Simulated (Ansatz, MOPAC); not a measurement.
System: C4H8O (charge 0, singlet). SMILES: C(C)CC=O
Geometry from a B3LYP-D3(BJ)/def2-TZVP (Ansatz, a quantum-chemistry and plane-wave program) optimisation:
```
C
H 1 1.0921
H 1 1.0921 2 105.75
C 1 1.5220 2 109.01 3 -117.07
H 4 1.0984 1 111.39 2 -64.37
H 4 1.0984 5 104.53 1 120.40
C 4 1.5038 5 106.91 6 113.13
O 7 1.2038 4 125.05 5 124.25
H 7 1.1117 8 120.27 4 180.00
C 1 1.5256 2 110.19 3 119.07
H 10 1.0910 1 111.15 2 -58.16
H 10 1.0928 11 107.68 1 -122.14
H 10 1.0928 11 107.68 12 -115.72
```

PM7 beside other levels, property by property. Set-up: 6-311+G** with 5d; non-relativistic; open shells spin-unrestricted; no dispersion term unless named; PM7 with its own dispersion and hydrogen-bond terms; no spin-orbit coupling; frozen cores in correlated levels. CBS marks a two-point X^-3 extrapolation of the correlation energy; Hartree-Fock from the larger set. The bracket is a focal-point correction in the basis named. First-principles rows: single points at B3LYP-D3(BJ) geometries (Ansatz), with unscaled harmonic terms from B3LYP/6-31G* (Ansatz) at its own minima, enthalpies of formation by atomisation with measured atoms. Semi-empirical rows: MOPAC heats of formation at their own minima for 298 K, the proton's as measured; dipoles at the shared geometry.

Measured values: CRC Handbook, as tabulated in the package chemicals; NIST CCCBDB, as tabulated in the package chemicals; they hold spin-orbit and core effects, anharmonicity and other conformers. Coupled cluster (Ansatz) is a level with limits of its own, used here on species with T1 under 0.025 (0.045 for open shells) and stable references: RI-MP2/CBS(cc-pVTZ,cc-pVQZ)+[CCSD(T)-MP2]/cc-pVTZ.

```csv
property,PM7 (MOPAC),PM3 (MOPAC),PM6 (MOPAC),B3LYP/6-311+G** (Ansatz),to compare with
"proton affinity at O (heteroatom site), enthalpy at 298 K, to CCCC=[OH+] (kcal/mol)",185.1,176.5,188.0,189.1,188.8 coupled cluster
"C-C bond dissociation enthalpy at 298 K, to [CH2]CC + [CH]=O (CHO) (kcal/mol)",59.2,53.0,54.9,76.8,84.9 coupled cluster
size of the dipole moment (D),3.04,2.43,3.18,2.77,2.72 measured
enthalpy of formation at 298 K (kcal/mol),-50.2,-54.1,-46.7,-34.4,-48.9 measured
```

As the rows show:
- proton affinity at O (heteroatom site), enthalpy at 298 K, to CCCC=[OH+]: PM7 lies 3.7 kcal/mol below coupled cluster.
- C-C bond dissociation enthalpy at 298 K, to [CH2]CC + [CH]=O (CHO): PM7 lies 25.7 kcal/mol below coupled cluster.
- size of the dipole moment: PM7 lies 0.32 D above the measured value.
- enthalpy of formation at 298 K: PM7 lies 1.3 kcal/mol below the measured value.

The properties are those with a value to compare with, at most eight drawn at random. No case is left out for the size of its miss. Left out are saddle points of the reference geometry, anions that the best level run finds unbound, excited spin states, species near biochemistry, 298 K rows of species without real B3LYP wavenumbers, cases with under five habitual levels, runs that failed or that the program found above a lower state of the same kind, table entries that another table contradicts, and a share of species set aside by lot.
